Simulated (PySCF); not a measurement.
Computed NMR parameters against published values

Geometry:
| atom | x (Å) | y (Å) | z (Å) |
| --- | --- | --- | --- |
| C1 | 1.479 | 0.711 | 0.447 |
| C2 | 0.977 | -0.665 | 0.077 |
| S3 | -0.557 | -0.517 | -0.895 |
| C4 | -1.773 | 0.201 | 0.250 |
| O5 | -0.340 | 0.422 | -1.962 |
| O6 | -0.999 | -1.839 | -1.245 |
| H7 | 2.503 | 0.667 | 0.813 |
| H8 | 0.861 | 1.161 | 1.220 |
| H9 | 1.453 | 1.344 | -0.438 |
| H10 | 0.747 | -1.291 | 0.933 |
| H11 | 1.670 | -1.187 | -0.578 |
| H12 | -2.732 | 0.177 | -0.252 |
| H13 | -1.485 | 1.222 | 0.462 |
| H14 | -1.803 | -0.406 | 1.145 |

Measured values that the calculation should reproduce: δ 13C C2 48.2; C1 6.7 ppm (measured; solution, not stated per compound (mostly CDCl3 or CCl4); Pretsch, Buehlmann, Badertscher, Structure Determination of Organic Compounds, 4th ed. (2009)).

[PySCF: GFN2-xTB geometry; shieldings: GIAO PBE0/pcSseg-1; one conformer; no solvent model; one averaged value for each set of equivalent atoms; non-relativistic]

Problem. What does the calculation give, and how does it compare?

Solution. 
Reference values: measured (solution, not stated per compound (mostly CDCl3 or CCl4); Pretsch, Buehlmann, Badertscher, Structure Determination of Organic Compounds, 4th ed. (2009)).
```json
{"atoms": "C2", "quantity": "δ 13C", "reference": "48.2", "computed": "57.1", "computed, scaled": "53.5"}
{"atoms": "C1", "quantity": "δ 13C", "reference": "6.7", "computed": "10.5", "computed, scaled": "8.1"}
```

Computed shifts are σ(ref) − σ with the named reference compound (TMS for H and C) calculated as an isolated molecule at the same level. The measured values may be among those fitted. Expected solution values come from regression of measured δ (H and C: mostly CDCl3, vs TMS) on computed σ: 13C: δ = 179.97 − 0.974σ (rms 2.1 ppm, 958 shifts, 2.3 ppm with the 13 outliers that the fit left out). Occasional misses reach two or three times the rms, and more in compound classes unlike the fitted ones.

Problem. How far are the unscaled 13C shifts from the references?

Solution. Mean signed difference +6.35 ppm, mean absolute 6.35 ppm over 2 comparisons; the largest is +8.9 ppm at C2 (sp3 CH2 bonded to S).
